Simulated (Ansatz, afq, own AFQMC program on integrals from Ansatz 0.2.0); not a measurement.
**HCl + BH2, doublet in cc-pVTZ along one coordinate**

```xyz
5

Cl   -0.7660    0.0000    0.0000
H     0.5128    0.0000    0.0000
B     1.9970    0.0000    0.0000
H     2.5060    0.0000    1.0770
H     2.5060    0.0000   -1.0770
```

A hydrogen atom is moved from one rigid fragment to the other; the Cl1–H2 distance tells how far. The two fragments are held close together, so this isn't a minimum-energy path and the start is a compressed complex. Energies in kcal/mol count from this geometry (1.279 Å) at the same level; the start stands on UHF, each point on the determinant named.

Basis cc-pVTZ. Noble-gas cores (and the filled d shells of Ga–Kr and In–Xe) are frozen. Integrals, coupled cluster, full CI and functionals: Ansatz 0.2.0; the random walks run on the same integrals in our own AFQMC program. ph-AFQMC/CISD is guided by a CISD state made of CCSD amplitudes; releasing the constraint for a short imaginary time cuts its bias at the price of noise, slowly where states lie close. ± is one standard error of the sampling.

| r(Cl1–H2) / Å | det. | T1 | weight | ⟨S²⟩ | B2PLYP | r2SCAN | CCSD(T) |
| --- | --- | --- | --- | --- | --- | --- | --- |
| 1.369 | UHF | 0.012 | 0.87 | 0.77 | -4.3 | -4.2 | -3.8 |
| 1.413 | UHF | 0.012 | 0.87 | 0.77 | -5.6 | -5.4 | -4.9 |
| 1.458 | UHF | 0.012 | 0.87 | 0.77 | -6.6 | -6.1 | -5.7 |
| 1.503 | UHF | 0.013 | 0.87 | 0.77 | -7.1 | -6.3 | -6.0 |
| 1.593 | UHF | 0.014 | 0.87 | 0.77 | -6.2 | -4.7 | -5.1 |

(1) Estimate the curve of phaseless AFQMC with a CISD trial, counted from the same start.

Answers

(1) 
| r(Cl1–H2) / Å | det. | T1 | weight | ⟨S²⟩ | ph-AFQMC/CISD | released AFQMC |
| --- | --- | --- | --- | --- | --- | --- |
| 1.369 | UHF | 0.012 | 0.87 | 0.77 | -4.1 ± 0.2 | -4.1 ± 0.3 |
| 1.413 | UHF | 0.012 | 0.87 | 0.77 | -5.2 ± 0.2 | -5.4 ± 0.3 |
| 1.458 | UHF | 0.012 | 0.87 | 0.77 | -5.8 ± 0.2 | -6.2 ± 0.3 |
| 1.503 | UHF | 0.013 | 0.87 | 0.77 | -6.3 ± 0.2 | -6.7 ± 0.3 |
| 1.593 | UHF | 0.014 | 0.87 | 0.77 | -5.0 ± 0.2 | -5.2 ± 0.3 |

Weight is that of the determinant in the CISD state; at the start T1 is 0.011 and the weight 0.87, and ⟨S²⟩ is 0.77. Largest departures from phaseless AFQMC with a CISD trial: CCSD(T) 0.3 kcal/mol at 1.369 (on UHF) (within the noise), released AFQMC -0.4 kcal/mol at 1.458 (on UHF) (within the noise), B2PLYP -1.2 kcal/mol at 1.593, r2SCAN -0.3 kcal/mol at 1.458 (within the noise). The walk's constraint bias lies outside its error bars, so these are departures and not errors. Functionals count only at points shown to share the start's state and spin.

A walk keeps the symmetry of its determinant, which the program's search chose and which needn't be the lowest solution, so a lower state of the same spin and another symmetry isn't excluded. Released energies are given only where the last usable release times agree within the noise; a slower fall can still hide under it.
